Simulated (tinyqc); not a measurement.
Worked calculation: coupled-perturbed Hartree-Fock on RHF in the sto-3g basis, for H2F+, spin multiplicity 1. One step of it, computed by the program tinyqc.

Question. Iteration 8 (converged): orbitals. Diagonalise F' = X^T F X, C = X C', fill 5 alpha and 5 beta electrons from the bottom; D = 2 C_occ C_occ^T. Each column has its largest component positive (the first on a tie).

converged F (hartree):
```
             1F 1s      1F 2s     1F 2px     1F 2py     1F 2pz      2H 1s      3H 1s
1F 1s   -26.627943  -6.790247   0.000000   0.000921  -0.024395  -1.136231  -1.247406
1F 2s    -6.790247  -3.646859   0.000000   0.008168  -0.128812  -1.181269  -1.264507
1F 2px    0.000000   0.000000  -1.049880   0.000000   0.000000   0.000000   0.000000
1F 2py    0.000921   0.008168   0.000000  -0.992851   0.005763  -0.507227   0.528522
1F 2pz   -0.024395  -0.128812   0.000000   0.005763  -1.021054  -0.448913  -0.466398
2H 1s    -1.136231  -1.181269   0.000000  -0.507227  -0.448913  -0.849171  -0.432512
3H 1s    -1.247406  -1.264507   0.000000   0.528522  -0.466398  -0.432512  -0.900966
```

X:
```
            1F 1s      1F 2s    1F 2px     1F 2py     1F 2pz      2H 1s      3H 1s
1F 1s    1.023845  -0.137487  0.000000   0.000515  -0.006757   0.017582   0.018771
1F 2s   -0.137487   1.161421  0.000000  -0.006673   0.067107  -0.209814  -0.232749
1F 2px   0.000000   0.000000  1.000000   0.000000   0.000000   0.000000   0.000000
1F 2py   0.000515  -0.006673  0.000000   1.068877  -0.002777  -0.168405   0.178362
1F 2pz  -0.006757   0.067107  0.000000  -0.002777   1.032344  -0.102648  -0.111514
2H 1s    0.017582  -0.209814  0.000000  -0.168405  -0.102648   1.125065  -0.092298
3H 1s    0.018771  -0.232749  0.000000   0.178362  -0.111514  -0.092298   1.142298
```

Give: F' = X^T F X; orbital energies; coefficients C; D after iteration 8.

Answer.

F' = X^T F X (hartree):
```
         1       2       3       4       5       6       7
1  -26.147  -3.442   0.000   0.002  -0.045  -0.144  -0.172
2   -3.442  -2.265   0.000  -0.005   0.041  -0.472  -0.513
3    0.000   0.000  -1.050   0.000   0.000   0.000   0.000
4    0.002  -0.005   0.000  -0.777  -0.001  -0.424   0.440
5   -0.045   0.041   0.000  -0.001  -0.913  -0.297  -0.313
6   -0.144  -0.472   0.000  -0.424  -0.297  -0.384  -0.097
7   -0.172  -0.513   0.000   0.440  -0.313  -0.097  -0.377
```

orbital energies (hartree): MO1 -26.638, MO2 -2.068, MO3 -1.189, MO4 -1.091, MO5 -1.050, MO6 -0.010, MO7 0.132

coefficients C:
```
           MO1     MO2     MO3     MO4    MO5     MO6     MO7
1F 1s    0.995  -0.249  -0.007   0.072  0.000   0.105   0.018
1F 2s    0.023   0.941   0.036  -0.359  0.000  -0.663  -0.123
1F 2px   0.000   0.000   0.000   0.000  1.000   0.000   0.000
1F 2py   0.000  -0.007   0.748   0.038  0.000  -0.106   0.794
1F 2pz   0.003   0.118  -0.039   0.858  0.000  -0.577  -0.092
2H 1s   -0.004   0.081   0.331   0.232  0.000   0.840  -0.694
3H 1s   -0.004   0.089  -0.350   0.200  0.000   0.624   0.923
```

D after iteration 8:
```
         1F 1s   1F 2s  1F 2px  1F 2py  1F 2pz   2H 1s   3H 1s
1F 1s    2.113  -0.475   0.000  -0.001   0.070  -0.020  -0.020
1F 2s   -0.475   2.031   0.000   0.012  -0.396   0.010   0.000
1F 2px   0.000   0.000   2.000   0.000   0.000   0.000   0.000
1F 2py  -0.001   0.012   0.000   1.122   0.006   0.512  -0.510
1F 2pz   0.070  -0.396   0.000   0.006   1.505   0.392   0.391
2H 1s   -0.020   0.010   0.000   0.512   0.392   0.340  -0.125
3H 1s   -0.020   0.000   0.000  -0.510   0.391  -0.125   0.340
```
